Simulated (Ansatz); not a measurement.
**How far each method lies from full CI for SiO, singlet**

Geometry: MP2(full)/6-31G*, from the G2/97 set.

```csv
atom,x (Å),y (Å),z (Å)
Si,0.0000,0.0000,0.0000
O,0.0000,0.0000,1.5423
```

Basis 6-31G; Ansatz 0.2.0. Only valence electrons are correlated (noble-gas cores frozen), which leaves 10 electrons in 16 orbitals. R marks a restricted (for open shells ROHF) determinant. Active spaces: valence = (10e, 8o) chosen from the atoms' valence shells.

Full CI is exact within this basis and frozen core; it isn't the basis-set limit.

* UHF ⟨S²⟩: 0.000
* T1 diagnostic (RCCSD): 0.0347
* largest doubles amplitude (RCCSD): 0.087

| level | E − E(RHF) (eV) |
| --- | --- |
| RMP2 | -5.5532 |
| RCCSD | -5.2859 |
| RCCSD(T) | -5.5620 |

(1) Estimate how far full CI in 6-31G lies from RCCSD(T). The table doesn't fix it; the size of (T) and the diagnostics are the guide.

(1) Full CI in 6-31G lies 0.93 kcal/mol below RCCSD(T), which is 15 % of the (T) step (-6.37 kcal/mol). T1 is raised, but (T) still catches most of what CCSD lacks.

The other levels:

```tsv
level	E − E(full CI) (kcal/mol)	share of correlation (%)	wall time
CISD	15.72	87.83	0.24 s
BCCD(T)	0.63	99.51	0.21 s
RCCSDT	0.71	99.45	–
CISDTQ	1.20	99.07	1.2 s
RCCSDT(Q)	-0.19	100.15	0.6 s
RCCSDTQ	-0.04	100.03	5 s
CASSCF (valence space)	45.15	65.06	–
NEVPT2 (valence space)	12.43	90.38	1.1 s
NEVPT4(SD) (valence space)	3.36	97.40	1.7 s
MRCISD (valence space)	3.27	97.47	–
MRCISD+Q (valence space)	2.00	98.45	1.8 s
```

The correlation energy at full CI, counted from RHF, is -5.602 eV. That run took 22 s on 1 thread of AMD EPYC 7R13, shared host over 4,777,056 determinants.

Times hold each run's SCF and search for its determinant on a shared host, so for small cases they say little of a method's own cost; they ran on 1 thread of AMD EPYC 7R13.

Not variational, and here over 5 meV under the exact energy: RCCSDT(Q).

The full-CI state has the irrep A1 of C2v, in the program's axes (one component, if the state is degenerate).

Natural occupations of full CI about the gap: 1.988 1.967 1.944 1.924 1.924 0.084 0.084 0.037 0.014 0.009; effectively unpaired electrons, Σ n²(2−n)², 0.12.

Atomization energy (electronic, same basis, no zero-point term; atoms at the same level, unrestricted beside the R rows where the molecule is a closed shell, with restricted open-shell steps beyond CCSDT(Q)) at full CI: 572.8 kJ/mol. Errors of other levels:

```csv
level,error (kJ/mol)
RHF,-325.5
RMP2,41.5
CISD,-61.8
RCCSD,-28.9
RCCSD(T),-3.5
BCCD(T),-2.1
RCCSDT,-2.9
CISDTQ,-4.9
RCCSDT(Q),0.8
RCCSDTQ,0.2
CASSCF (valence space),-2.8
NEVPT2 (valence space),4.8
NEVPT4(SD) (valence space),-6.9
MRCISD (valence space),-10.0
MRCISD+Q (valence space),-8.0
```

This basis is far from its limit, so the value isn't to be set against a measured one. Truncated CI isn't size-consistent, which counts against it in atomization.
